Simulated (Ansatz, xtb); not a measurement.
C2H2Si−: where a starting geometry ends

The starting geometry of this gas-phase doublet has its atoms placed at random.

```json
{"atom": "C", "x (Å)": "-1.2847", "y (Å)": "0.5447", "z (Å)": "1.0009"}
{"atom": "C", "x (Å)": "-0.4084", "y (Å)": "1.0578", "z (Å)": "-0.8963"}
{"atom": "Si", "x (Å)": "1.0176", "y (Å)": "-0.0038", "z (Å)": "0.4924"}
{"atom": "H", "x (Å)": "1.4482", "y (Å)": "1.1477", "z (Å)": "-0.7510"}
{"atom": "H", "x (Å)": "-0.7628", "y (Å)": "1.2439", "z (Å)": "0.4459"}
```

Question: One run relaxed it with r2SCAN-D4/def2-SVPD. What is a likely outcome?

Answer: It ends as a structure given below by its coordinates. Distances that change by over a tenth: C2–Si3 (2.26 → 2.53 Å), Si3–H4 (1.75 → 1.53 Å). Contacts that close: C1–C2 (2.15 → 1.29 Å), C1–Si3 (2.42 → 1.98 Å).

The energy falls by 6.91 eV over 19 steps:

| step | E − E(last) (eV) |
| --- | --- |
| 1 | 6.907 |
| 3 | 4.000 |
| 5 | 2.842 |
| 7 | 1.544 |
| 9 | 1.105 |
| 11 | 0.357 |
| 13 | 0.058 |
| 15 | 0.002 |
| 17 | 0.000 |
| 19 | 0.000 |

Final geometry (Å):

```xyz
5

C    -0.7103    1.0100    0.2903
C    -0.5677    1.2976   -0.9612
Si    1.0815    0.2421    0.6449
H     1.6480    0.3668   -0.7761
H    -1.4415    1.0739    1.0939
```

From the same start GFN2-xTB ends elsewhere, in pieces: C2HSi + H.

From so rough a start the end depends on the optimiser's path, so another program may land elsewhere. No frequencies were run, so the end isn't proven a minimum. Open shells are spin-unrestricted. Run with Ansatz 0.2.0, 2 min on 1 thread of Arm Neoverse V2, with other jobs on the host.
